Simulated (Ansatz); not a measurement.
The same path of AlH₆NSi (9 atoms, charge 0, multiplicity 1) was run twice with different band settings. The coordinate that changes most is the dihedral H5–N1–Al2–Si3.

Computed with RKS PBE0-D4/def2-SVP (Ansatz).

Relaxed end points:

```xyz
9
Properties=species:S:1:pos:R:3
N -1.189 0.966 -1.254
Al 0.090 0.958 -0.025
Si 0.804 -1.203 0.886
H -1.659 0.143 -1.617
H -1.562 1.798 -1.700
H 0.692 2.365 0.404
H 2.250 -1.475 0.593
H 0.014 -2.345 0.319
H 0.649 -1.253 2.378
```

```xyz
9
Properties=species:S:1:pos:R:3
N -1.205 0.969 -1.238
Al 0.108 0.954 -0.045
Si 0.806 -1.204 0.884
H -1.577 1.801 -1.686
H -1.697 0.149 -1.576
H 0.749 2.356 0.346
H 2.267 -1.453 0.659
H 0.059 -2.353 0.273
H 0.579 -1.266 2.366
```

Common settings: movable images 5; climbing image yes; spring 5.0 eV/Å²; optimiser quadratic models (default); start path through a guess of the saddle point; iteration limit 60; end points relaxed.

| run | force threshold |
| --- | --- |
| 1 | 0.03 eV/Å |
| 2 | 0.5 eV/Å |

**Question.** What does each run give, and how far can it be trusted?

**Answer.** Run 1: converged after 13 iterations, highest image 0.511 eV above the first end. A vibrational analysis at the climbing image gives one clearly imaginary mode, 495i cm⁻¹, and a faint second one (27i cm⁻¹) that may be numerical noise or a soft torsion: probably a first-order saddle point.
Run 2: converged after 9 iterations, highest image 0.511 eV above the first end. The threshold of 0.5 eV/Å is loose, so the images may lie well off the minimum-energy path. Another band between the same ends (5 images) ends at a top of the same energy, where a vibrational analysis finds 1 clearly imaginary mode.
